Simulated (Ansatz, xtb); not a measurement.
# Two structures of BNS

Structure a: the triplet with the links of `B#[N+][S-]`. Structure b: a singlet given by its coordinates. Both are isolated molecules in the gas phase, relaxed with PBE0-D4/def2-TZVP.

a (Å):

| atom | x (Å) | y (Å) | z (Å) |
| --- | --- | --- | --- |
| B | 0.0000 | 0.0000 | -1.3672 |
| N | 0.0000 | 0.0000 | -0.1074 |
| S | 0.0000 | 0.0000 | 1.4746 |

b (Å):

```xyz
3

B     0.0000    0.0000   -0.1080
N     0.0000    0.0000   -1.4405
S     0.0000    0.0000    1.5485
```

Close contacts (Å): B1–N2 1.33, B1–S3 1.66.

Question: Which of the two would you expect CCSD(T)/def2-TZVPP electronic energies to favour?

Answer: Structure b; the calculation gives E(b) − E(a) = −11.3 kcal/mol.

The same difference at several levels:

```csv
level,geometry,E(b) − E(a) (kcal/mol),departure from the last row (kcal/mol),"job, with rough time for the two"
PBE0-D4/def2-TZVP,PBE0-D4/def2-TZVP,+2.3,+13.7,"optimisation, 2.8 min"
HF/def2-TZVPP,PBE0-D4/def2-TZVP,+16.8,+28.2,part of the CCSD(T) run
MP2/def2-TZVPP,PBE0-D4/def2-TZVP,+4.7,+16.1,part of the CCSD(T) run
CCSD(T)/def2-TZVPP,PBE0-D4/def2-TZVP,−11.3,,"single point, 33 s"
```

PBE0-D4/def2-TZVP, HF/def2-TZVPP, MP2/def2-TZVPP put the two in the other order. The largest departure from CCSD(T)/def2-TZVPP is that of HF/def2-TZVPP, 28.2 kcal/mol. At CCSD(T)/def2-TZVPP a triplet with the links of b lies below this singlet. Levels run at GFN2-xTB geometries aren't shown. The triplet state of a needn't be its ground state.

With harmonic frequencies from PBE0-D4/def2-TZVP (ideal gas, rigid rotor, one conformer each, 298.15 K, 1 atm): the zero-point term adds −0.5 kcal/mol; ΔH is −11.8 and ΔG −11.4 kcal/mol.

The T1 diagnostic of structure b is large, so the coupled-cluster value is less sure. Open shells are spin-unrestricted. The correlated steps freeze 7 core orbitals. ΔG holds the spin degeneracy. Programs: Ansatz 0.2.0; the last row on 1 thread of Arm Neoverse V1 on a shared host.
